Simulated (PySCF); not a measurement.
Bonds broken one at a time in the series SiH2(OH)-X. All species are isolated molecules in the gas phase. One relaxed conformer stands for each flexible species; it need not be the lowest. Strings in code marks are SMILES.

These are PBE-D3(BJ)/def2-TZVP // PBE0-D4/def2-TZVP (PySCF) values and carry that method's errors. 

```tsv
species	highest occupied spin orbital (eV)
whole molecule (`O[SiH3]`)	–
whole molecule (`C[SiH2]O` (C–Si–O–H torsion 70°))	–
radical fragment (`O[SiH2]`)	-5.03
radical fragment (`[SiH2]F`)	-5.35
radical fragment (`[O][SiH2]O` (O–Si–O–H torsion 179°))	-7.25
radical fragment (`O=C[SiH2]`)	-5.46
whole molecule (`CC(=O)[SiH2]O` (O–C–Si–O torsion 0°, C–Si–O–H torsion 0°))	–
radical fragment (`C[C]=O`)	-4.22
radical fragment (`O=C(C)[SiH2]`)	-5.19
whole molecule (`O[SiH2]C(O)=O`)	–
radical fragment (`[SiH2][SiH3]`)	-5.21
radical fragment (`[S]C`)	-5.31
```
